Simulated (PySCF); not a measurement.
# Na₂⁺: frontier orbitals

r²SCAN at R = 3.695 Å; PySCF, spin-free X2C with a Gaussian nucleus, basis sets Na x2c-SVPall. State: ²Σg⁺ (doublet), unpaired electrons σ ↑. Only the outer orbitals are listed.

| spin | orbital | occ. | ε (eV) | main shells (%) |
| --- | --- | --- | --- | --- |
| α | πu | 1 | -34.78 | 100 p |
| α | πu | 1 | -34.78 | 100 p |
| α | πg | 1 | -34.78 | 100 p |
| α | πg | 1 | -34.78 | 100 p |
| α | σg | 1 | -34.77 | 100 p |
| α | σu | 1 | -34.76 | 100 p |
| α | σg | 1 | -7.67 | 79 s, 19 p |
| α | σu | 0 | -5.38 | 101 s |
| α | πu | 0 | -4.42 | 96 p |
| α | πu | 0 | -4.42 | 96 p |
| β | πu | 1 | -34.74 | 100 p |
| β | πu | 1 | -34.74 | 100 p |
| β | πg | 1 | -34.74 | 100 p |
| β | πg | 1 | -34.74 | 100 p |
| β | σg | 1 | -34.72 | 100 p |
| β | σu | 1 | -34.71 | 100 p |
| β | σg | 0 | -6.27 | 86 s, 14 p |
| β | σu | 0 | -4.79 | 97 s |
| β | πu | 0 | -4.01 | 98 p |

Which are the highest filled and the lowest empty level, where do they sit, and how wide is the gap?

Highest filled α σg at -7.67 eV (in %: 79 s, 19 p); lowest empty β σg at -6.27 eV (in %: 86 s, 14 p); the gap at r²SCAN is 1.40 eV.

```
bond order (Mayer) : 0.49
⟨S²⟩               : 0.750
```

Shares are Mulliken populations and can fall outside 0 to 100 %.

The state was picked by a PBE0 search and need not be the measured ground state.
